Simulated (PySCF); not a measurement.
Species: C3H3 (charge +1).
Structure used (PBE0-D3(BJ)/def2-SVP), in Å, numbered top down from 1:
```
atom  x, y, z in Å
C1    -0.3971   -0.6793   -0.0120
C2    -0.3893    0.6845    0.0045
C3     0.7879   -0.0043    0.0097
H4    -0.9493   -1.6234   -0.0295
H5    -0.9307    1.6350    0.0098
H6     1.8818   -0.0107    0.0221
```

The calculation used PBE0-D3(BJ)/def2-SVP geometry optimisation, gas phase in PySCF.

Take the most abundant isotopes and a rigid rotor. 

(1) What are A, B and C (GHz)?

(2) Classify the top.

(3) What does the inertial defect say?

## Answers

(1) Ia = 16.51, Ib = 16.51, Ic = 33.03 u·Å²; 505379 MHz·u·Å²/I gives 30605, 30605 and 15303 MHz, that is A = 30.605, B = 30.605, C = 15.303 GHz.

(2) An oblate symmetric top, as the point group D3h requires two equal moments: κ = (2 × 30605 − 30605 − 15303)/(30605 − 15303) = 1.00.

(3) Planar: Δ = Ic − Ia − Ib = 0.00 u·Å². For a rigid frame Δ = −2 Σ m c², so it vanishes when all atoms lie in the ab plane; here none is more than 0.01 Å from it.

The point group D3h allows no dipole (computed: 0.00 D (about the centre of mass, as the species is charged)), so a rigid rotor has no electric-dipole lines.

Problem. Estimate the classical rotational partition function at 100 K, 200 K and 298.15 K.

Solution. Point group D3h, symmetry number σ = 6; q = (√π/σ)·√((kT/h)³/(ABC)), k/h = 20836.6 MHz/K: 235 at 100 K, 664 at 200 K, 1210 at 298.15 K.

Whether it is a minimum is left open (no frequencies). Zero-point vibration and centrifugal distortion are left out.
